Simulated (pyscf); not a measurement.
Structures and frequencies: ωB97X-D3(BJ)/def2-SVP in PySCF. Correlated levels are frozen-core, on RHF or UHF. ΔMP2 is the change of the MP2 total energy from the triple- to the quadruple-zeta basis.

Problem. What is the homolytic dissociation enthalpy (298 K, CCSD(T)/def2-TZVPP + ΔMP2(QZVPP)) of the Cl–Sn bond of O=Sn(Cl)–Cl, to [O=Sn–Cl]• + Cl•?

Solution. Cl–Sn to [O=Sn–Cl]• + Cl•: 69.6 kcal/mol. The radicals are drawn with the spin at the cut bond; how far it spreads was not checked. The CCSD(T) − MP2 part came from Ansatz, without density fitting, on the same reference. The frozen core leaves the outer d or s,p core shells of the metals and heavy elements correlated in the MP2 and CC values, and def2-TZVPP describes them poorly, which can shift differences by a few kcal/mol. Left out: the spin-orbit lowering of Cl. Elements past Kr carry the def2 core potentials, without spin-orbit coupling.
